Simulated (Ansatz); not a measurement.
# CH6NSi: the cost of one run

All numbers below are computed with Ansatz 0.2.0 (UKS revPBE-D4/6-31G*).

## (1) The system as given

Bond lengths: C1–Si2 1.779 Å, Si2–N3 1.695 Å, C1–H4 1.051 Å, C1–H5 1.129 Å, C1–H6 1.146 Å, Si2–H7 1.492 Å, N3–H8 1.071 Å, N3–H9 1.050 Å. Angles: C1–Si2–N3 110.1°, C1–Si2–H7 111.4°, N3–Si2–H7 106.9°, Si2–C1–H4 113.6°, Si2–C1–H5 114.0°, Si2–C1–H6 113.3°, H4–C1–H5 104.0°, H4–C1–H6 108.3°, H5–C1–H6 102.7°, Si2–N3–H8 107.1°, Si2–N3–H9 111.9°, H8–N3–H9 104.0°.

Coordinates:

```xyz
9

C    -0.6433    0.7582   -0.8261
Si    0.7531    0.1231    0.0738
N     0.2509   -1.0811    1.1564
H    -1.1390    0.0313   -1.4018
H    -0.3810    1.5637   -1.5719
H    -1.4156    1.2765   -0.1573
H     1.7506   -0.5048   -0.8414
H     1.1357   -1.5385    1.5508
H    -0.2229   -0.6748    2.0004
```

## (2) End point A

input.yaml

```yaml
crystal:
  periodic: [false, false, false]
  atoms:
    - { symbol: C, position_ang: [-0.6433, 0.7582, -0.8261] }
    - { symbol: Si, position_ang: [0.7531, 0.1231, 0.0738] }
    - { symbol: "N", position_ang: [0.2509, -1.0811, 1.1564] }
    - { symbol: H, position_ang: [-1.139, 0.0313, -1.4018] }
    - { symbol: H, position_ang: [-0.381, 1.5637, -1.5719] }
    - { symbol: H, position_ang: [-1.4156, 1.2765, -0.1573] }
    - { symbol: H, position_ang: [1.7506, -0.5048, -0.8414] }
    - { symbol: H, position_ang: [1.1357, -1.5385, 1.5508] }
    - { symbol: H, position_ang: [-0.2229, -0.6748, 2.0004] }
magnetization:
  spin_polarized: true
  initial_magnetization: 1
basis:
  gaussian: { orbitals: "6-31G*" }
hamiltonian:
  xc: revpbe
  dispersion: d4
relax:
  f_tol: 0.015
  max_steps: 40
output:
  orbitals: {}
```

Started as:

```
> ansatz run input.yaml --threads 1 --pin off --max-ram 2048MiB --backend cpu --events-out ev --progress --plain --runs-dir out
```

What time and memory should one allow on 1 thread of Intel Xeon 6975P-C (Granite Rapids), shared host?

About 16 s, with a peak of 0.18 GiB.
